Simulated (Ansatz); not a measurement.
# A relaxation, step by step

CH$_{5}$S, doublet, PBE0-D4/def2-TZVP (Ansatz 0.2.0). Settings:

```yaml
hamiltonian: {xc: pbe0, dispersion: d4}
relax: {f_tol: 0.005, max_steps: 200}
```

Start, a step off a saddle point along its unstable mode:

```
atom    x (Å)    y (Å)    z (Å)
  H1   0.0744  -0.9258  -0.0586
  S2   0.5101  -1.9703   0.0645
  C3  -0.5595   1.1127  -0.1755
  H4   1.6489  -1.5884   0.6797
  H5  -1.5080   0.7927  -0.5981
  H6  -0.4564   1.2236   0.9135
  H7   0.2905   1.3555  -0.8254
```

| step | energy less the last (meV) | largest force component (eV/Å) |
| --- | --- | --- |
| 1 | 911.5 | 9.171 |
| 2 | 186.8 | 3.040 |
| 3 | 60.2 | 0.997 |
| 4 | 8.0 | 0.280 |
| 5 | 1.1 | 0.015 |
| 6 | 0.6 | 0.050 |
| 7 | 0.4 | 0.076 |
| 8 | 0.1 | 0.033 |
| 9 | 0.1 | 0.012 |
| 10 | 0.0 | 0.011 |
| 11 | 0.0 | 0.010 |
| 12 | 0.0 | 0.008 |
| 13 | 0.0 | 0.003 |

Step 4, positions (Å) and forces (eV/Å):

```
atom       x       y       z      Fx      Fy      Fz
  H1   0.045  -1.060  -0.097  -0.033   0.021  -0.010
  S2   0.660  -2.242   0.112   0.261   0.146   0.145
  C3  -0.593   1.194  -0.177  -0.046   0.081  -0.051
  H4   1.711  -1.630   0.705  -0.221  -0.173  -0.128
  H5  -1.568   0.975  -0.611   0.280   0.048   0.122
  H6  -0.500   1.330   0.898  -0.019  -0.048  -0.250
  H7   0.246   1.433  -0.828  -0.223  -0.075   0.172
```

Step 5, positions (Å) and forces (eV/Å):

```
atom       x       y       z      Fx      Fy      Fz
  H1   0.065  -1.032  -0.071   0.000   0.009   0.002
  S2   0.654  -2.233   0.107   0.004  -0.009   0.001
  C3  -0.601   1.206  -0.183  -0.002   0.015  -0.002
  H4   1.719  -1.676   0.704   0.003  -0.008   0.000
  H5  -1.562   0.962  -0.613   0.006  -0.002   0.003
  H6  -0.506   1.328   0.886  -0.003  -0.003  -0.007
  H7   0.232   1.445  -0.829  -0.007  -0.002   0.003
```

Step 10, positions (Å) and forces (eV/Å):

| atom | x | y | z | Fx | Fy | Fz |
| --- | --- | --- | --- | --- | --- | --- |
| H1 | 0.135 | -0.996 | -0.026 | 0.004 | -0.008 | 0.001 |
| S2 | 0.635 | -2.245 | 0.098 | 0.006 | 0.011 | 0.004 |
| C3 | -0.620 | 1.233 | -0.191 | -0.006 | -0.001 | -0.001 |
| H4 | 1.747 | -1.799 | 0.702 | -0.010 | -0.003 | -0.005 |
| H5 | -1.561 | 0.919 | -0.619 | 0.004 | 0.000 | 0.001 |
| H6 | -0.539 | 1.386 | 0.875 | -0.001 | 0.000 | 0.008 |
| H7 | 0.203 | 1.502 | -0.838 | 0.004 | 0.001 | -0.007 |

Last step (13):

| atom | x (Å) | y (Å) | z (Å) |
| --- | --- | --- | --- |
| H1 | 0.1394 | -0.9928 | -0.0240 |
| S2 | 0.6304 | -2.2442 | 0.0976 |
| C3 | -0.6192 | 1.2346 | -0.1909 |
| H4 | 1.7463 | -1.8065 | 0.6997 |
| H5 | -1.5556 | 0.9055 | -0.6187 |
| H6 | -0.5418 | 1.3932 | 0.8751 |
| H7 | 0.2005 | 1.5104 | -0.8387 |

The run took about 21 s on 2 CPU threads of an Arm Neoverse V2 (shared host).
